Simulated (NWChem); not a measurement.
# Excited singlets of hydrogen sulfide (H2S) by symmetry

```xyz
3

S      0.0000     0.0000     0.1056
H     -0.9740     0.0000    -0.8447
H      0.9740     0.0000    -0.8447
```
Charge 0, spin multiplicity 1.

Everything below was run with NWChem. All single points use one geometry, from PBE/def2-SVP, a minimum by its harmonic frequencies.

Basis set: def2-SVPD. Symmetry labels belong to the abelian group C2v used in the runs, with the axes of the coordinates shown. Entries are the lowest vertical excitation energy of each symmetry in eV (for CIS and TDDFT among the lowest few roots); a state of one symmetry need not have the same character in every method. Symmetries that some method's roots don't reach, or where a double excitation leads the EOM-CCSD root, are left out.

The correlated methods keep 5 core orbitals frozen. B3LYP has NWChem's definition, with VWN1-RPA local correlation. Coupled-cluster values serve here as a point of comparison, not as the truth.

```
method           a2    b2    a1
-------------  ----  ----  ----
CIS            6.30  6.75  9.17
TD-PBE         5.92  5.77  8.17
TD-B3LYP       5.95  5.92  8.40
TDA-CAM-B3LYP  6.00  6.12  8.67
EOM-CCSD       6.22  6.26  8.86
```
